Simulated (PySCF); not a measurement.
P2.
Geometry (PBE0/6-31+G*, Å), atoms numbered from 1 in this order:
```xyz
2
P2 angstrom
P      0.6540   -0.4581    0.5027
P     -0.6513    0.4594   -0.5169
```

The calculation used PySCF, PBE0/6-31+G* geometry optimisation, gas phase.

Masses are those of the commonest isotopes; rigid-rotor values at the optimised geometry. 

(1) What are the moment of inertia and the rotational constant?

(2) List the first levels of a rigid rotor in a Σ state.

(3) Has it a pure rotational spectrum?

(4) Estimate the classical rotational partition function at 10 K, 50 K and 500 K.

Results:

(1) I = 55.525 u·Å², B = 505379 MHz·u·Å²/I = 9102 MHz (0.3036 cm⁻¹, or 0.437 K as hB/k). For two atoms I = μr² with μ = 15.4869 u and r = 1.8935 Å.

(2) E(J) = BJ(J+1): J = 1: 0.607, J = 2: 1.822, J = 3: 3.643, J = 4: 6.072, J = 5: 9.108, J = 6: 12.751 cm⁻¹.

(3) Not by electric dipole: D∞h allows no dipole (computed 0.00 D). Rotational Raman lines (ΔJ = 2) lie at B(4J + 6), spaced by 4B = 1.214 cm⁻¹, with nuclear-spin weights that differ between even and odd J.

(4) Point group D∞h, symmetry number σ = 2; q = kT/(σhB), k/h = 20836.6 MHz/K: 11.4 at 10 K, 57.2 at 50 K, 572 at 500 K.

Stationary, but not proved a minimum. Constants of a rigid frame at the computed geometry: no zero-point averaging, no centrifugal distortion.
